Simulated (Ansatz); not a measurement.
Relaxation of AlFH4O (7 atoms, charge 0, multiplicity 1), to a largest force component of 0.03 eV/Å in at most 50 steps.

The calculation used RKS B3LYP/def2-SVP (Ansatz 0.2.0).

```xyz
7
Properties=species:S:1:pos:R:3
Al 0.039 -0.252 -0.020
F -0.083 -0.378 1.652
H 1.406 0.001 -0.720
O -1.365 -0.508 -0.930
H -2.233 -0.690 -0.557
H -0.220 2.308 0.977
H -0.192 1.732 1.408
```

Question: Where does it end, and by what steps?

Answer: It converged. After 9 steps the energy has fallen by 0.077 eV; H6 moved furthest, 0.32 Å.

| step | energy less start (eV) | largest force component (eV/Å) | accepted |
| --- | --- | --- | --- |
| 0 | 0.0000 | 1.420 | yes |
| 1 | -0.0542 | 0.504 | yes |
| 2 | -0.0554 | 0.531 | yes |
| 3 | -0.0666 | 0.439 | yes |
| 4 | -0.0720 | 0.303 | yes |
| 5 | -0.0744 | 0.193 | yes |
| 6 | -0.0755 | 0.122 | yes |
| 7 | -0.0765 | 0.083 | yes |
| 8 | -0.0767 | 0.100 | yes |
| 9 | -0.0769 | 0.008 | yes |

```xyz
7
Properties=species:S:1:pos:R:3
Al 0.041 -0.229 0.075
F 0.007 -0.633 1.699
H 1.393 0.111 -0.629
O -1.369 -0.356 -0.858
H -2.247 -0.609 -0.561
H -0.278 2.148 0.709
H -0.196 1.782 1.373
```

Whether the end is a true minimum wasn't checked by a vibrational analysis.

Run time: 9.8 s on 1 thread of Intel(R) Xeon(R) 6975P-C (Granite Rapids), with other jobs on the host, peak memory 0.15 GiB.
